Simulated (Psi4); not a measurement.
# CH5N (SMILES CN): methods side by side

CH5N: 7 atoms, total charge 0, spin state singlet. SMILES: `CN`. The shape was relaxed beforehand at PBE0/def2-TZVP.

Each level gives the HOMO–LUMO gap (eV). The values are calculated.

```
                                 level                    kind  program  value (eV)  CPU time
   PBE-D4/def2-TZVPP (density fitting)                     GGA     Psi4        5.62      51 s
r2SCAN-D4/def2-TZVPP (density fitting)                meta-GGA     Psi4        6.80   3.1 min
 B3LYP-D4/def2-TZVPP (density fitting)           global hybrid     Psi4        7.34      49 s
  PBE0-D4/def2-TZVPP (density fitting)           global hybrid     Psi4        7.96      46 s
  wB97M-V/def2-TZVPP (density fitting)  range-separated hybrid     Psi4       11.78   3.6 min
```

The values span 5.62 to 11.78 eV. Orbital gaps aren't excitation energies; they tend to grow with the share of exact exchange. Times are those of the runs behind each value, whatever else they computed, on shared processors of several kinds: orders of magnitude only.
